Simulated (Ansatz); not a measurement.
**Si₂H₆O: a barrier at many levels of theory**

How high is the barrier of this step (Si1–H3 formed, Si1–O4 tightened, H3–O4 broken), and how far do cheaper methods land from CCSD(T)?

The runs use Ansatz 0.2.0, Gaussian basis; single points in def2-TZVPP on PBE0-D4/def2-TZVP structures.

Levels: SPW92, PBE-D4, BLYP-D4, r2SCAN-D4, B97M-V, PBE0-D4, B3LYP-D4, r2SCAN0-D4, BHLYP-D4, CAM-B3LYP-D4, wB97X-V, wB97M-V, B2PLYP, PBE-QIDH, RPA on PBE, Hartree-Fock, MP2, CCSD, CCSD(T). The reference is CCSD(T) at the basis limit, from triple and quadruple zeta. Zero-point energies come from PBE0-D4 vibrations.

Correlated methods freeze the cores. B3LYP uses VWN-RPA correlation. B2PLYP carries no dispersion term here.

43 further runs of the same task are left out: 1 that didn't finish, 42 set aside as unsound or not needed.

**1. The three structures**

Charge 0, multiplicity 1. The folders r, ts and p hold the start, the saddle and the end; their coordinates stand in the first inputs.

| pair | r (Å) | ts (Å) | p (Å) |
| --- | --- | --- | --- |
| Si1–H3 | 2.582 | 1.630 | 1.493 |
| Si1–O4 | 2.061 | 1.910 | 1.654 |
| H3–O4 | 0.964 | 1.265 | 2.598 |

**2. SPW92/def2-TZVPP**

r/in.yaml

```yaml
crystal:
  periodic: [false, false, false]
  atoms:
    - {symbol: Si, position_ang: [0.276975, 1.528162, 0.024521]}
    - {symbol: Si, position_ang: [1.105815, -0.668329, 0.427642]}
    - {symbol: H, position_ang: [-1.942601, 1.133465, -1.234470]}
    - {symbol: O, position_ang: [-1.132734, 0.615341, -1.170345]}
    - {symbol: H, position_ang: [-0.659575, 1.316434, 1.217727]}
    - {symbol: H, position_ang: [-0.041388, -1.621343, 0.171705]}
    - {symbol: H, position_ang: [2.205857, -1.145209, -0.459181]}
    - {symbol: H, position_ang: [1.541022, -0.901363, 1.834745]}
    - {symbol: H, position_ang: [-1.353472, -0.257158, -0.812244]}
basis:
  gaussian: {orbitals: def2-TZVPP}
hamiltonian: {xc: lda}
```

ts/in.yaml

```yaml
crystal:
  periodic: [false, false, false]
  atoms:
    - {symbol: Si, position_ang: [-0.176463, 1.015441, 0.062646]}
    - {symbol: Si, position_ang: [1.210937, -0.830659, 0.486057]}
    - {symbol: H, position_ang: [-0.835354, 1.521593, -1.339367]}
    - {symbol: O, position_ang: [-1.401363, 0.393193, -1.264043]}
    - {symbol: H, position_ang: [-1.053638, 1.085062, 1.279961]}
    - {symbol: H, position_ang: [0.413458, -2.042286, 0.830276]}
    - {symbol: H, position_ang: [2.059626, -1.143707, -0.694136]}
    - {symbol: H, position_ang: [2.104712, -0.504850, 1.632852]}
    - {symbol: H, position_ang: [-2.322015, 0.506213, -0.994146]}
basis:
  gaussian: {orbitals: def2-TZVPP}
hamiltonian: {xc: lda}
```

p/in.yaml

```yaml
crystal:
  periodic: [false, false, false]
  atoms:
    - {symbol: Si, position_ang: [-0.544636, 0.721322, -0.055895]}
    - {symbol: Si, position_ang: [1.149835, -0.822470, 0.404342]}
    - {symbol: H, position_ang: [0.023433, 1.944026, -0.696473]}
    - {symbol: O, position_ang: [-1.625073, -0.030785, -1.056825]}
    - {symbol: H, position_ang: [-1.200279, 1.168349, 1.208447]}
    - {symbol: H, position_ang: [0.598837, -2.027996, 1.078586]}
    - {symbol: H, position_ang: [1.840053, -1.239764, -0.845111]}
    - {symbol: H, position_ang: [2.145976, -0.184369, 1.308540]}
    - {symbol: H, position_ang: [-2.388245, 0.471686, -1.345511]}
basis:
  gaussian: {orbitals: def2-TZVPP}
hamiltonian: {xc: lda}
```

The same command starts each run, in its folder.

Launch:

```
> ansatz run in.yaml --threads 2 --pin off --events-out ev --progress --plain --max-ram 4352MiB
```

After this run come: PBE-D4/def2-TZVPP; BLYP-D4/def2-TZVPP; r2SCAN-D4/def2-TZVPP; B97M-V/def2-TZVPP; PBE0-D4/def2-TZVPP; B3LYP-D4/def2-TZVPP; r2SCAN0-D4/def2-TZVPP; BHLYP-D4/def2-TZVPP; CAM-B3LYP-D4/def2-TZVPP; wB97X-V/def2-TZVPP; wB97M-V/def2-TZVPP; B2PLYP/def2-TZVPP; PBE-QIDH/def2-TZVPP; RPA on PBE/def2-TZVPP; CCSD(T)/def2-TZVPP; MP2/def2-QZVPP; Vibrations of the start structure; Vibrations of the end structure.

Q: Predict the outcome of this session. Wanted: barrier, CCSD(T)/CBS; reverse barrier, CCSD(T)/CBS; step energy, CCSD(T)/CBS; barrier with zero-point energy; step energy with zero-point energy; imaginary mode at the saddle; largest T1 diagnostic.

As calculated:

| quantity | value |
| --- | --- |
| barrier, CCSD(T)/CBS | 23.7 kcal/mol |
| reverse barrier, CCSD(T)/CBS | 79.7 kcal/mol |
| step energy, CCSD(T)/CBS | -56.0 kcal/mol |
| barrier with zero-point energy | 20.4 kcal/mol |
| step energy with zero-point energy | -57.2 kcal/mol |
| imaginary mode at the saddle | 1521i cm⁻¹ |
| largest T1 diagnostic | 0.016 |

In words: The functionals run from wB97X-V, off by 0.0 kcal/mol, to SPW92, off by -7.9 kcal/mol, against CCSD(T)/CBS. Mean unsigned error by rung: LDA 7.9, GGA 5.5, meta-GGA 3.2, hybrid 2.1, range-separated hybrid 0.7, double hybrid 0.8 kcal/mol. PBE-D4 gives a barrier 6.3 kcal/mol too low, outside chemical accuracy (1 kcal/mol). Every functional without exact exchange puts the barrier too low, the usual mark of self-interaction error, which favours the spread-out density of a saddle. The barrier rises with the share of exact exchange, from BLYP-D4 through B3LYP-D4 to BHLYP-D4 (-4.8, -1.4, +3.9 kcal/mol). Hartree-Fock, with no correlation, is off by +11.8 kcal/mol. Zero-point motion lowers the barrier by 3.3 kcal/mol. The restricted Hartree–Fock reference is unstable towards an unrestricted one at one or more of these structures.
